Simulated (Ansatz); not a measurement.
Results of RPBE in Ansatz (plane waves, PAW) for cubic perovskite SrTiO₃ (cubic form, which distorts at low temperature).

Settings: plane-wave cutoff 520 eV, 10×10×10 k mesh, Fermi–Dirac smearing 0.01 eV, no spin polarisation, scalar-relativistic PAW data made under PBE.

Response to compression and expansion:

```
V (Å³/atom)  P (GPa)  direct gap at Γ (eV)  smallest gap on the k mesh (eV)
-----------  -------  --------------------  -------------------------------
11.782         11.08                 2.285                            1.950
12.032          6.98                 2.257                            1.910
12.283          3.29                 2.227                            1.869
12.534         -0.01                 2.197                            1.828
12.784         -2.97                 2.165                            1.788
13.035         -5.63                 2.132                            1.748
13.286         -8.02                 2.099                            1.709
```

The fundamental gap (1.83 eV at the equilibrium volume, with added k points) lies elsewhere than Γ–Γ.

Measured, for comparison: band gap 3.59 eV (zero-point renormalisation of 336 meV (experimental, the table's column) added back here, indirect; inputs from Miglio et al. (2020), arXiv:2011.12765).

Note: the relaxation could not lower the start's symmetry, so the cell can be a saddle point above a distorted one.

Spin–orbit coupling is not included.

Ansatz is an electronic-structure program.
